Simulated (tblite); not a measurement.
PMe2PMe2, C4H12P2.
Numbering: `[CH3:1][P:2]([CH3:3])[P:4]([CH3:5])[CH3:6]` (hydrogens: H7, H8, H9 on C1; H10, H11, H12 on C3; H13, H14, H15 on C5; H16, H17, H18 on C6)

Geometry (GFN2-xTB, Å), atoms numbered from 1 in this order:
```xyz
18
C4H12P2 angstrom
C     -1.5925    0.1710    1.3191
P     -0.8717   -0.6618   -0.1721
C     -1.9490    0.1429   -1.4488
P      0.8706    0.6623   -0.4083
C      1.9518   -0.1476    0.8616
C      1.5879   -0.1651   -1.9042
H     -2.6129   -0.1839    1.4565
H     -1.5952    1.2535    1.2011
H     -1.0140   -0.0973    2.2009
H     -1.6261   -0.1622   -2.4420
H     -2.9737   -0.1947   -1.3020
H     -1.9075    1.2282   -1.3705
H      2.9752    0.1942    0.7137
H      1.6297    0.1500    1.8574
H      1.9128   -1.2326    0.7771
H      2.6069    0.1935   -2.0433
H      1.0049    0.1038   -2.7829
H      1.5942   -1.2479   -1.7897
```

Calculated harmonic vibrations of the isolated species, GFN2-xTB (tblite), most abundant isotopes, no scaling. This tight-binding method is rough: wavenumbers can miss measured ones by several per cent, in bad cases by 10 to 20. One conformer, not necessarily the lowest.

Harmonic wavenumbers (cm⁻¹): 40.1, 126.4, 135.4, 147.3, 153.6, 183.8, 193.9, 214.8, 237.3, 268.5, 303.2, 481.6, 698.8, 710.4, 729.3, 745.0, 821.1, 822.4, 846.3, 864.1, 881.9, 910.9, 932.3, 946.4, 1313.3, 1314.4, 1318.1, 1319.0, 1435.1, 1441.1, 1446.1, 1450.2, 1450.4, 1457.7, 1458.6, 1466.1, 2989.5, 2991.1, 2993.5, 2994.0, 2999.1, 3000.4, 3004.9, 3006.6, 3014.8, 3016.0, 3018.9, 3020.0.

A = 3090, B = 1760, C = 1317 MHz; mass 122.041 u (most abundant isotopes); point group C2h, symmetry number 2.

Problem. What is the zero-point energy?

Solution. ½Σν̃ = 32657 cm⁻¹ = 93.37 kcal/mol.

Problem. Entropy at 298.15 K, 1 bar (ideal gas, RRHO, classical rotation)?

Solution. Translation 40.34, rotation 26.82, vibration 31.06: S = 98.2 cal/(mol K).

Problem. And Cp and H(298.15 K) − H(0)?

Solution. Cp = 38.28 cal/(mol K), of which vibrations give 30.34 (their classical limit is 48 R = 95.4); H(298.15 K) − H(0) = 7.26 kcal/mol without the zero-point energy, 4.89 from vibrations.

Problem. Blend soft modes into free rotors: weight 1/[1 + (100 cm⁻¹/ν̃)⁴] for the oscillator and the rest for a rotor with moment μB/(μ + B), μ = h/(8π²ν), B = 10⁻⁴⁴ kg m². What vibrational entropy results?

Solution. 29.37 cal/(mol K) in place of 31.06, which changes −T·S at 298.15 K by +0.50 kcal/mol.

Problem. How do the functions run with temperature in this model?

Solution. 
```
 T (K)  S (cal/(mol K))  Cp (cal/(mol K))  H − H(0) (kcal/mol)  G − H(0) (kcal/mol)  ln q(vib)
    50             55.7              13.0                 0.49                -2.30       0.47
   100             67.3              20.9                 1.35                -5.38       1.65
373.15            107.5              44.5                10.37               -29.74       9.41
   500            121.8              53.6                16.60               -44.30      12.72
   750            146.2              66.8                31.75               -77.89      18.78
  1000            166.7              76.0                49.66              -117.08      24.28
```

q(vib) and H(0) count from the zero-point level.

Problem. What must be added to the electronic energy to get the Gibbs energy at 298.15 K and 1 bar?

Solution. ZPE + [H(298.15 K) − H(0)] − T·S = 93.37 + 7.26 − 29.28 = 71.35 kcal/mol.

Problem. Which modes carry the vibrational entropy at 298.15 K?

Solution. 40.1 cm⁻¹: 5.25; 126.4 cm⁻¹: 3.00; 135.4 cm⁻¹: 2.87; 147.3 cm⁻¹: 2.71; 153.6 cm⁻¹: 2.63; 183.8 cm⁻¹: 2.29 cal/(mol K); the other 42 give 12.31 together.

Hindered rotation and anharmonicity are outside this model. Other conformers, if any are populated, would add a mixing term that is left out.
